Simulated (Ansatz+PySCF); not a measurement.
A calculation with Ansatz (development build ahead of 0.2.0).

```yaml
crystal:
  periodic: [false, false, false]
  atoms:
    - { symbol: H, position_ang: [-2.11301, 0.31915, -0.21593] }
    - { symbol: C, position_ang: [-1.20806, -0.25328, -0.06362] }
    - { symbol: "N", position_ang: [-0.06235, 0.47889, 0.19085] }
    - { symbol: O, position_ang: [1.18247, -0.2604, -0.17698] }
    - { symbol: H, position_ang: [1.69897, -0.21642, 0.63576] }
    - { symbol: H, position_ang: [-1.24547, -1.25694, 0.33597] }
    - { symbol: H, position_ang: [-0.03803, 1.35895, -0.31704] }
basis:
  gaussian: { orbitals: cc-pVTZ }
magnetization:
  initial_magnetization: 1
hamiltonian:
  xc: hf
correlation:
  method: mp2
  frozen_orbitals: { C: 1, H: 0, "N": 1, O: 1 }
output:
  forces: true
```

The input is written out in the form of the current development build from the run's settings. Correlation on restricted open-shell orbitals is semicanonical, with singles.

The run gave:

```
Converged                       : yes
Reference energy                : -169.44629 hartree
Correlation energy              : -0.61215 hartree
Total energy                    : -170.05844 hartree
Spin squared of the determinant : 0.750
Stability test                  : minimum among restricted orbitals
```

Forces (eV/Å):
| atom | Fx | Fy | Fz |
| --- | --- | --- | --- |
| H1 | 0.181 | -0.055 | 0.005 |
| C2 | 0.207 | -0.086 | 0.087 |
| N3 | 0.955 | -0.496 | -0.015 |
| O4 | -1.272 | 0.617 | -0.013 |
| H5 | -0.238 | 0.128 | 0.092 |
| H6 | 0.018 | 0.148 | -0.107 |
| H7 | 0.149 | -0.256 | -0.048 |
